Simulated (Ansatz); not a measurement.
# 2H WS2

These are LDA (Ansatz, a quantum-chemistry and plane-wave program, PAW) values and carry that method's errors.

Cell: relaxed at this level.

| Item | Value |
|---|---|
| interlayer binding energy | 12.7 meV/Å² |
| layer repeat distance | 6.079 Å |
| gap between the layers | 2.955 Å |

Spin–orbit coupling is not included.

Computed values are for the static lattice.

Computing time: around 80 core-seconds (rough).
